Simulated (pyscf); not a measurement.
Optimised with ωB97X-D3(BJ)/def2-SVP in PySCF.

`[OH][Ta]([OH])([OH])([OH])[F]` → `[O]=[Ta]([OH])([OH])[OH]` + `[FH]`
Surface: singlet. Broken: H–O, F–Ta. Formed: F–H. Give ΔE‡ and ΔE from PBE/def2-TZVP, relative to the reactant's lowest minimum found.

ΔE‡ = 22.3 kcal/mol, ΔE = +28.8 kcal/mol. ωB97M-D3(BJ)/def2-TZVP gives 27.4 kcal/mol and +32.3 kcal/mol. Zero-point energy shifts the barrier by -2.8 kcal/mol. It is an elimination, with an imaginary mode of 735i cm⁻¹. On the product side the descent ends in a bound adduct, 10.2 kcal/mol under the separated species and 4.2 kcal/mol under the saddle at ωB97X-D3(BJ)/def2-TZVP. At PBE the saddle lies under the separated products, which points to a path from their complex (located at ωB97X-D3(BJ) alone), and parting the products costs more than the saddle. One saddle was located; it need not be the lowest between these sides. Elements past Kr carry the def2 core potentials, without spin-orbit coupling.
